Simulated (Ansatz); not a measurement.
## AsH3, singlet in cc-pVDZ: errors against RCCSDTQ

Geometry: displaced at random from a stationary point.

```json
{"atom": "As", "x (Å)": "0.0003", "y (Å)": "-0.0001", "z (Å)": "-0.0317"}
{"atom": "H", "x (Å)": "1.2586", "y (Å)": "-0.0022", "z (Å)": "0.8115"}
{"atom": "H", "x (Å)": "-0.6016", "y (Å)": "1.1299", "z (Å)": "0.7590"}
{"atom": "H", "x (Å)": "-0.6794", "y (Å)": "-1.1219", "z (Å)": "0.7877"}
```

Basis cc-pVDZ; Ansatz 0.2.0. Correlated methods freeze the noble-gas cores and the filled d shells of p-block atoms, which leaves 8 electrons in 28 orbitals. Prefix R: restricted or restricted open-shell reference. Active spaces: valence = (8e, 7o) chosen from the atoms' valence shells. No spin–orbit coupling is included, and no scalar relativity.

Full CI isn't at hand for all of this; RCCSDTQ serves as the reference, and is uncertain by about the last step of the cluster series.

- UHF ⟨S²⟩: 0.000
- T1 diagnostic (RCCSD): 0.0107
- largest doubles amplitude (RCCSD): 0.051

Q: From what is known of these methods and the diagnostics, rank them by the size of their error in total energy against RCCSDTQ in cc-pVDZ, smallest first (an estimate: the text doesn't fix the numbers).
A. BCCD(T)
B. CASSCF (valence space)
C. RHF
D. MRCISD+Q (valence space)
E. RCCSD

A: D (0.4 kJ/mol), A (1.8 kJ/mol), E (10.4 kJ/mol), B (273.7 kJ/mol), C (408.8 kJ/mol).

All errors are against RCCSDTQ in cc-pVDZ. Below it: MRCISD+Q (valence space). Within each family the higher level lies nearer, as is usual though not guaranteed.

Natural occupations of CASSCF (valence space) about the gap: 1.994 1.977 1.970 1.968 0.034 0.033 0.024; effectively unpaired electrons, Σ n²(2−n)², 0.02.
